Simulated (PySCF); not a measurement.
Basis-set dependence of population analyses: CH3CH2CH2CHFCH3

CH3CH2CH2CHFCH3, C5H11F.
Structure used (PBE0-D3(BJ)/def2-SVP), in Å, numbered top down from 1:
```
atom  x, y, z in Å
C1     2.5327    0.0070   -0.1708
C2     1.2806   -0.1202    0.6811
C3    -0.0036    0.1021   -0.1042
C4    -1.2579   -0.0695    0.7283
C5    -2.5409    0.1376   -0.0412
F6    -1.2663   -1.3542    1.2509
H7     3.4447   -0.1555    0.4230
H8     2.5341   -0.7303   -0.9897
H9     2.6080    1.0063   -0.6296
H10    1.2373   -1.1188    1.1448
H11    1.3230    0.6002    1.5175
H12   -0.0114    1.1145   -0.5443
H13   -0.0531   -0.6063   -0.9507
H14   -1.2215    0.6207    1.5928
H15   -2.6000    1.1634   -0.4335
H16   -3.4103   -0.0373    0.6085
H17   -2.5956   -0.5632   -0.8882
```

PBE0 throughout (PySCF), one geometry, spherical d and f functions. Geometry: PBE0-D3(BJ)/def2-SVP, one conformer, isolated molecule. Atoms taken as equivalent share a column and are averaged. The first 7 of 13 kinds of atom are listed.

Mulliken charges (e):

| basis | functions | C1 | C2 | C3 | C4 | C5 | F6 | H7/H8/H9 |
| --- | --- | --- | --- | --- | --- | --- | --- | --- |
| STO-3G | 41 | -0.231 | -0.141 | -0.151 | +0.046 | -0.245 | -0.126 | +0.076 |
| 6-31G | 76 | -0.493 | -0.317 | -0.326 | +0.163 | -0.511 | -0.355 | +0.163 |
| pcSseg-0 | 76 | -0.627 | -0.516 | -0.493 | +0.080 | -0.640 | -0.390 | +0.228 |
| 6-31G* | 106 | -0.526 | -0.325 | -0.351 | +0.238 | -0.561 | -0.359 | +0.172 |
| def2-SVP | 139 | -0.062 | -0.098 | -0.093 | +0.157 | -0.048 | -0.286 | +0.040 |
| cc-pVDZ | 139 | -0.072 | -0.109 | -0.067 | +0.109 | -0.048 | -0.253 | +0.042 |
| pcSseg-1 | 157 | -0.267 | -0.284 | -0.250 | +0.109 | -0.249 | -0.344 | +0.113 |
| 6-311+G(2d,p) | 228 | -0.684 | -0.072 | -0.157 | +0.222 | -0.633 | -0.260 | +0.144 |
| aug-cc-pVDZ | 237 | +0.442 | +0.632 | +0.286 | +1.005 | +0.369 | -0.586 | -0.126 |
| def2-TZVP | 252 | -0.359 | -0.182 | -0.221 | +0.144 | -0.350 | -0.237 | +0.119 |
| IGLO-III | 320 | -0.364 | -0.215 | -0.218 | +0.137 | -0.373 | -0.274 | +0.116 |

IAO charges (e):

```
        basis  functions      C1      C2      C3      C4      C5      F6  H7/H8/H9
       STO-3G         41  -0.391  -0.255  -0.269  +0.033  -0.411  -0.150    +0.131
        6-31G         76  -0.428  -0.257  -0.274  +0.164  -0.449  -0.323    +0.141
     pcSseg-0         76  -0.420  -0.265  -0.280  +0.154  -0.442  -0.311    +0.140
       6-31G*        106  -0.408  -0.244  -0.262  +0.195  -0.429  -0.329    +0.134
     def2-SVP        139  -0.397  -0.239  -0.257  +0.197  -0.418  -0.333    +0.131
      cc-pVDZ        139  -0.407  -0.243  -0.262  +0.196  -0.429  -0.332    +0.134
     pcSseg-1        157  -0.407  -0.245  -0.263  +0.195  -0.427  -0.340    +0.134
6-311+G(2d,p)        228  -0.420  -0.252  -0.267  +0.195  -0.439  -0.347    +0.139
  aug-cc-pVDZ        237  -0.418  -0.250  -0.266  +0.196  -0.437  -0.347    +0.138
    def2-TZVP        252  -0.420  -0.252  -0.268  +0.198  -0.440  -0.346    +0.139
     IGLO-III        320  -0.421  -0.253  -0.268  +0.196  -0.441  -0.348    +0.139
```

Hirshfeld charges (e):

| basis | functions | C1 | C2 | C3 | C4 | C5 | F6 | H7/H8/H9 |
| --- | --- | --- | --- | --- | --- | --- | --- | --- |
| STO-3G | 41 | -0.041 | -0.011 | -0.025 | +0.087 | -0.051 | -0.098 | +0.013 |
| 6-31G | 76 | -0.099 | -0.053 | -0.063 | +0.080 | -0.108 | -0.139 | +0.033 |
| pcSseg-0 | 76 | -0.101 | -0.051 | -0.063 | +0.083 | -0.110 | -0.129 | +0.034 |
| 6-31G* | 106 | -0.100 | -0.055 | -0.064 | +0.074 | -0.108 | -0.127 | +0.033 |
| def2-SVP | 139 | -0.111 | -0.064 | -0.074 | +0.071 | -0.122 | -0.116 | +0.037 |
| cc-pVDZ | 139 | -0.109 | -0.062 | -0.072 | +0.067 | -0.119 | -0.110 | +0.036 |
| pcSseg-1 | 157 | -0.114 | -0.068 | -0.076 | +0.068 | -0.124 | -0.117 | +0.038 |
| 6-311+G(2d,p) | 228 | -0.114 | -0.074 | -0.082 | +0.058 | -0.124 | -0.122 | +0.039 |
| aug-cc-pVDZ | 237 | -0.122 | -0.077 | -0.085 | +0.058 | -0.132 | -0.117 | +0.041 |
| def2-TZVP | 252 | -0.118 | -0.073 | -0.081 | +0.060 | -0.127 | -0.118 | +0.040 |
| IGLO-III | 320 | -0.121 | -0.076 | -0.085 | +0.058 | -0.131 | -0.117 | +0.041 |

ESP-fitted charges (e):

```
        basis  functions      C1      C2      C3      C4      C5      F6  H7/H8/H9
       STO-3G         41  -0.397  +0.101  -0.209  +0.316  -0.516  -0.165    +0.102
        6-31G         76  -0.380  +0.195  -0.239  +0.490  -0.528  -0.331    +0.094
     pcSseg-0         76  -0.474  +0.241  -0.297  +0.577  -0.649  -0.345    +0.117
       6-31G*        106  -0.389  +0.204  -0.203  +0.412  -0.527  -0.266    +0.094
     def2-SVP        139  -0.338  +0.212  -0.198  +0.428  -0.483  -0.288    +0.080
      cc-pVDZ        139  -0.342  +0.214  -0.192  +0.419  -0.480  -0.278    +0.080
     pcSseg-1        157  -0.370  +0.253  -0.200  +0.462  -0.522  -0.307    +0.086
6-311+G(2d,p)        228  -0.426  +0.275  -0.246  +0.473  -0.598  -0.313    +0.099
  aug-cc-pVDZ        237  -0.407  +0.273  -0.257  +0.470  -0.583  -0.307    +0.094
    def2-TZVP        252  -0.415  +0.282  -0.239  +0.466  -0.585  -0.301    +0.095
     IGLO-III        320  -0.405  +0.265  -0.242  +0.449  -0.576  -0.302    +0.094
```

Q: Which scheme is steadiest as the basis changes?

A: Largest range over the bases for any column: Hirshfeld 0.08 e, IAO 0.20 e, ESP-fitted 0.26 e, Mulliken 1.15 e. Hirshfeld charges move least and Mulliken charges most, counted in e. Without the minimal STO-3G basis the ranges are Hirshfeld 0.03, IAO 0.04, ESP-fitted 0.17, Mulliken 1.15 e.

Q: How much do the charges still move between the two largest bases, def2-TZVP and IGLO-III?

A: At most, over all atoms: Mulliken 0.037 e, IAO 0.003 e, Hirshfeld 0.004 e, ESP-fitted 0.017 e.

Q: What do the same runs give for the total energy, the frontier levels and the dipole moment?

A: 
| basis | energy (Eh) | HOMO (eV) | LUMO (eV) | μ (D) |
| --- | --- | --- | --- | --- |
| STO-3G | -292.9060 | -4.85 | 8.63 | 0.98 |
| 6-31G | -296.5948 | -8.74 | 2.76 | 1.87 |
| pcSseg-0 | -295.9896 | -8.88 | 2.16 | 1.92 |
| 6-31G* | -296.6581 | -8.66 | 2.85 | 1.53 |
| def2-SVP | -296.4492 | -8.85 | 1.85 | 1.66 |
| cc-pVDZ | -296.6784 | -8.76 | 1.95 | 1.58 |
| pcSseg-1 | -296.6331 | -8.96 | 1.51 | 1.74 |
| 6-311+G(2d,p) | -296.7561 | -8.97 | 0.41 | 1.78 |
| aug-cc-pVDZ | -296.7006 | -8.93 | -0.04 | 1.73 |
| def2-TZVP | -296.7800 | -8.93 | 1.22 | 1.68 |
| IGLO-III | -296.7896 | -8.95 | 0.84 | 1.72 |

The dipole is fixed by the density alone, so its range of 0.94 D shows that the density itself changes with the basis, not only its division among atoms.
